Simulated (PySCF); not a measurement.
## Identify the compound

Molecular formula: C5H4O. Simulated spectra:

¹H NMR (300 MHz, computed): δ 8.47 (d, J = 2.1 Hz, 1H), 6.66 (m, 1H), 6.50 (m, 1H), 6.39 (m, 1H).

¹³C{¹H} NMR (computed): δ 175.7 (C), 155.6 (C), 152.5 (CH), 150.3 (CH2), 130.6 (CH).

[PySCF 2.14: spin–spin couplings from B3LYP/pcJ-1 (without the spin–dipole term); geometry: PBE0-D3(BJ)/def2-SVP; B3LYP/pcSseg-2 with gauge-including orbitals; non-relativistic; isolated molecule; one conformer]

Chemical shifts δ = σref − σ; ¹H, ¹³C vs TMS, all at this level.

Problem. Propose a structure and justify it.

Solution. 
1. Rings plus π bonds: 4 (1 ring in the answer).
2. 5 carbon signals for 5 carbons: no two carbons are equivalent.
3. Carbon types of the structure: 2 × C, 2 × CH, 1 × CH2, which accounts for all hydrogens.
4. δC 175.7: unsaturated ring carbon.
5. δC 155.6: ring carbonyl carbon.
6. δC 152.5: unsaturated ring CH.
7. δC 150.3: terminal =CH2 carbon; as expected for a trigonal carbon in a double bond.
8. δC 130.6: alkene CH; an sp2 carbon of a C=C bond.
9. δH 6.66, 6.39: hydrogen on a terminal =CH2 carbon; a vinylic proton, deshielded by the sp2 carbon and the C=C anisotropy.
10. δH 6.50: hydrogen on an alkene CH; a vinylic proton, deshielded by the sp2 carbon and the C=C anisotropy.

Structure: SMILES C=Cc1cc1=O.

The data come from this structure; uniqueness wasn't tested.

Multiplet labels drop couplings under 1 Hz and merge nearly equal ones. Unscaled 3J(H,H) at this level run about 10 % above measured values. Shifts are as computed. Against solution values, carbons near 30 ppm lie about +3 ppm off and those near 130 ppm about +8 ppm. Of 1211 compounds with measured shifts, 218 miss one by over three times the rms of a fit or turn the order of signals round; such compounds aren't used in these exercises.
